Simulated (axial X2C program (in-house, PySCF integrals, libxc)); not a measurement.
**Low determinants of BC at the PBE0 level, with spin–orbit coupling**

Computed with an in-house all-electron X2C program for linear molecules (integrals from PySCF). Two-component (2c) means X2C with spin–orbit coupling and atomic mean-field two-electron Coulomb and Gaunt terms. Basis: C dyall-v3z [7s6p2d1f], B dyall-v3z [7s6p2d1f] (cores contracted in-house); Gaussian nuclei, density fitting, unrestricted open shells. Masses: C 12.000 u, B 11.009 u.

Search at 1.450 Å (vertical energies from the lowest determinant):

| ΔE (eV) | state | electrons beyond evenly filled partner blocks | electrons in ±ω = 1/2, 3/2, 5/2, 7/2 |
| --- | --- | --- | --- |
| 0.00 | Ω = 3/2 | ω = 3/2 | 10 1 0 0 |
| 0.37 | Ω = 1/2 | 2 × ω = -1/2, ω = 3/2 | 10 1 0 0 |
| 1.17 | Ω = 1/2 | ω = 1/2 | 11 0 0 0 |
| 1.17 | Ω = 5/2 | 2 × ω = 1/2, ω = 3/2 | 10 1 0 0 |
| 1.18 | Ω = 1/2 | ω = 1/2 | 9 2 0 0 |
| 3.97 | Ω = 7/2 | ω = 1/2, 2 × ω = 3/2 | 9 2 0 0 |
| 4.45 | Ω = 5/2 | ω = -1/2, 2 × ω = 3/2 | 9 2 0 0 |

Lowest determinant, Ω = 3/2 (⟨Sz⟩ = 1.50, ⟨Lz⟩ = 0.00 at PBE0): Re = 1.478 Å, ωe = 1210.7 cm⁻¹.

The determinant in row 2 of the search, Ω = 1/2 (⟨Sz⟩ = 0.50, ⟨Lz⟩ = 0.00 at PBE0), was followed along the bond at PBE0; measured from the minimum of the lowest determinant it gives:

Te = 0.356 eV (2873 cm⁻¹), Re = 1.488 Å, ωe = 1205.6 cm⁻¹.

Problem. Compare the bond of the determinant in row 2 with that of the lowest one.

Solution. At PBE0 its Re is 0.010 Å longer and its force constant, which goes as ωe², is 0.99 times that of the lowest determinant. This determinant mixes spin states, so it has no term energy of its own.

The search compares states at one distance, so a state with another bond length can lie lower; it is not exhaustive and yields mostly the lowest determinant of each block pattern, so other components and higher states of one pattern are missing. These are energies of single determinants, not of spin-adapted states; PBE0 term energies can be off by some tenths of an eV, and the functional has no current term. The lowest determinant need not be the ground state where others lie within half an eV.
